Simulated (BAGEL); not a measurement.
# doublet BH3Cl, run twice

Wanted: the energy of doublet BH3Cl, UHF/6-31G* (density fitting with qzvpp-jkfit, spherical functions).

Program for the calculation: BAGEL 1.2.2.

5 further runs of the same task are left out: 4 that didn't finish, 1 set aside as unsound or not needed.

## 1. The molecule

BH3Cl has 5 atoms, charge 0, and is taken as a doublet. As SMILES of the parent species, `[H][B-]([H])([H])Cl`. Geometry: relaxed at GFN2-xTB. That shape belongs to the parent species and isn't relaxed for this state.

Bond lengths: B1–Cl2 1.875 Å, B1–H3 1.207 Å, B1–H4 1.208 Å, B1–H5 1.207 Å. Angles: Cl2–B1–H3 106.7°, Cl2–B1–H4 106.7°, Cl2–B1–H5 106.7°, H3–B1–H4 112.1°, H3–B1–H5 112.2°, H4–B1–H5 112.1°.

## 2. Try one

input.json reads:

```json
{ "bagel": [

{
  "title": "molecule",
  "basis": "6-31gs.json",
  "df_basis": "qzvpp-jkfit",
  "angstrom": "true",
  "geometry": [
    { "atom": "B", "xyz": [   -0.001280,    0.001630,   -0.167010 ] },
    { "atom": "Cl", "xyz": [    0.013600,   -0.021140,    1.707330 ] },
    { "atom": "H", "xyz": [    1.152300,    0.011380,   -0.522240 ] },
    { "atom": "H", "xyz": [   -0.586640,    1.005700,   -0.497000 ] },
    { "atom": "H", "xyz": [   -0.577980,   -0.997580,   -0.521080 ] }
  ]
},
{ "title": "rohf", "nopen": 1 },
{ "title": "print", "file": "orbitals.molden", "orbitals": "true" }

]}
```

The basis set 6-31G* is read from a file made from the Basis Set Exchange's data (not shown).

The run is started by

```
$ BAGEL_NUM_THREADS=1 BAGEL input.json > input.out
```

The program printed:

```text
* using 1 threads per process

  ===============================================================
  ===============================================================

  *** Geometry ***

  { "atom" : "B", "xyz" : [     -0.002419,      0.003080,     -0.315603 ] },
  { "atom" : "Cl", "xyz" : [      0.025700,     -0.039949,      3.226386 ] },
  { "atom" : "H", "xyz" : [      2.177531,      0.021505,     -0.986891 ] },
  { "atom" : "H", "xyz" : [     -1.108589,      1.900498,     -0.939194 ] },
  { "atom" : "H", "xyz" : [     -1.092224,     -1.885153,     -0.984698 ] },

  Number of auxiliary basis functions:      257

  Since a DF basis is specified, we compute 2- and 3-index integrals:
    o Being stored without compression. Storage requirement is 0.003 GB

  Number of basis functions:       38
  Number of electrons      :       25

    * METHOD: MOLECULE                             0.05

  *** Open-shell HF ***

  === Nuclear Repulsion ===
    42.1397214381

      * DIIS with orbital gradients will be used.

  === ROHF iteration (6-31gs.json) ===
      0       -485.76779955          0.02343134           0.01
      1       -485.79216490          0.00717615           0.01
      2       -485.79515335          0.00283262           0.01
      3       -485.79640813          0.00234331           0.01
      4       -485.79742744          0.00197431           0.01
      5       -485.79812915          0.00199433           0.01
      6       -485.79747476          0.00198533           0.01
      7       -485.79815975          0.00197905           0.01
      8       -485.79674223          0.00190850           0.01
      9       -485.79450821          0.00181360           0.01
     10       -485.79209947          0.00176508           0.01
     11       -485.79239354          0.00175643           0.01
     12       -485.79108031          0.00209772           0.01
     13       -485.79161520          0.00178498           0.01
     14       -485.79103483          0.00167035           0.01
     15       -485.79248176          0.00137158           0.01
[... 76 lines of this table left out ...]
     92       -485.79797147          0.00194782           0.01
     93       -485.79437316          0.00165999           0.01
     94       -485.79425583          0.00156843           0.01
     95       -485.79400483          0.00152467           0.01
     96       -485.79508396          0.00172570           0.01
     97       -485.78966268          0.00149036           0.01
     98       -485.78947545          0.00204747           0.01
     99       -485.79495713          0.00164575           0.01
    * Max iteration reached in SCF.

    * S^2 (ROHF) is 0.7503

    * Permanent dipole moment:
           (    0.176690,    -0.310316,     0.255990) a.u.

    * METHOD: ROHF                                 1.22

    * METHOD: PRINT                                0.00

  ===============================================================
```

Wall time 1.4 s (1 thread of Arm Neoverse V1, shared host).

## 3. What went wrong

The run stopped without converging.

Among its listed settings the sound run differs in this, and the input shows the rest: reference UHF in place of ROHF. The next try takes another reference, UHF in place of ROHF: a different method, not a cure for the first.

## 4. The mended input

calc.json reads:

```json
{ "bagel": [

{
  "title": "molecule",
  "basis": "6-31gs.json",
  "df_basis": "qzvpp-jkfit",
  "angstrom": true,
  "geometry": [
    { "atom": "B", "xyz": [   -0.001280,    0.001630,   -0.167010 ] },
    { "atom": "Cl", "xyz": [    0.013600,   -0.021140,    1.707330 ] },
    { "atom": "H", "xyz": [    1.152300,    0.011380,   -0.522240 ] },
    { "atom": "H", "xyz": [   -0.586640,    1.005700,   -0.497000 ] },
    { "atom": "H", "xyz": [   -0.577980,   -0.997580,   -0.521080 ] }
  ]
},
{ "title": "uhf", "nopen": 1 },
{ "title": "print", "file": "orbitals.molden", "orbitals": true }

]}
```

The basis set 6-31G* is read from a file made from the Basis Set Exchange's data (not shown).

The run is started by

```
$ BAGEL_NUM_THREADS=1 BAGEL calc.json > calc.out
```

The program printed:

```text
* using 1 threads per process

  ===============================================================
  ===============================================================

  *** Geometry ***

  { "atom" : "B", "xyz" : [     -0.002419,      0.003080,     -0.315603 ] },
  { "atom" : "Cl", "xyz" : [      0.025700,     -0.039949,      3.226386 ] },
  { "atom" : "H", "xyz" : [      2.177531,      0.021505,     -0.986891 ] },
  { "atom" : "H", "xyz" : [     -1.108589,      1.900498,     -0.939194 ] },
  { "atom" : "H", "xyz" : [     -1.092224,     -1.885153,     -0.984698 ] },

  Number of auxiliary basis functions:      257

  Since a DF basis is specified, we compute 2- and 3-index integrals:
    o Being stored without compression. Storage requirement is 0.003 GB

  Number of basis functions:       38
  Number of electrons      :       25

    * METHOD: MOLECULE                             0.05

  *** Open-shell HF ***

  === Nuclear Repulsion ===
    42.1397214381

      * DIIS with orbital gradients will be used.

  === UHF iteration (6-31gs.json) ===
      0       -485.76779955          0.02343134           0.01
      1       -485.79763902          0.00704580           0.01
      2       -485.80189071          0.00275936           0.01
      3       -485.80336206          0.00219937           0.01
      4       -485.80442703          0.00178260           0.01
      5       -485.80574512          0.00169866           0.01
      6       -485.80810474          0.00139495           0.01
      7       -485.81033960          0.00091305           0.01
      8       -485.81019437          0.00080609           0.01
      9       -485.81050470          0.00018123           0.01
     10       -485.81050005          0.00031706           0.01
     11       -485.81053265          0.00010999           0.01
     12       -485.81054360          0.00006849           0.01
     13       -485.81054728          0.00002253           0.01
     14       -485.81054790          0.00000887           0.01
     15       -485.81054809          0.00000379           0.01
[... 33 lines of this table left out ...]
     49       -485.81055084          0.00000034           0.01
     50       -485.81055085          0.00000020           0.01
     51       -485.81055086          0.00000024           0.01
     52       -485.81055087          0.00000008           0.01
     53       -485.81055087          0.00000005           0.01
     54       -485.81055087          0.00000016           0.01
     55       -485.81055087          0.00000003           0.01
     56       -485.81055087          0.00000001           0.01
    * SCF iteration converged.

    * S^2 (UHF) is 0.7620

    * Permanent dipole moment:
           (    0.036246,    -0.084767,    -0.914346) a.u.

    * METHOD: UHF                                  0.73

    * METHOD: PRINT                                0.00

  ===============================================================
```

It took 0.91 s on 1 thread of Arm Neoverse V1, shared host.

## 5. Results

Level: UHF/6-31G* (density fitting with qzvpp-jkfit, spherical functions).

| quantity | value |
| --- | --- |
| total energy | -485.81055 Eh |
| dipole moment | 2.34 D |
| ⟨S²⟩ | 0.762 |
